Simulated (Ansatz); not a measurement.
# H6N2Si: structure from calculated spectroscopic constants

These gas-phase data were calculated for one isomer of H6N2Si at r2SCAN-D4/def2-SVP (harmonic, unscaled wavenumbers; equilibrium rotational constants with average atomic masses):

* rotational constants: 31.09, 5.38, 4.976 GHz
* all wavenumbers above 1500 cm⁻¹: 3533, 3516, 3445, 2216, 2214, 2184, 1665
* dipole moment: 2.26 D (PBE0/def2-TZVPD)

Candidates:

(1) `NN[SiH3]`, a singlet
(2) `N[SiH2]N`, a singlet

Which structure fits?

Candidate (1). 3 modes lie between 3250 and 3800 cm⁻¹, one for each N–H bond, while (2) has 4.

The same quantities for all candidates:

|  | rotational constants (GHz) | wavenumbers above 1500 cm⁻¹ | dipole (D) | E above the lowest, r2SCAN-D4/def2-SVP (kcal/mol) |
| --- | --- | --- | --- | --- |
| (1) | 31.09, 5.38, 4.976 | 3533, 3516, 3445, 2216, 2214, 2184, 1665 | 2.26 | 52.3 |
| (2) | 19.78, 6.816, 5.543 | 3688, 3687, 3583, 3582, 2179, 2161, 1539, 1535 | 0.57 | 0.0 |

Each candidate is one conformer. Programs: Ansatz 0.2.0.
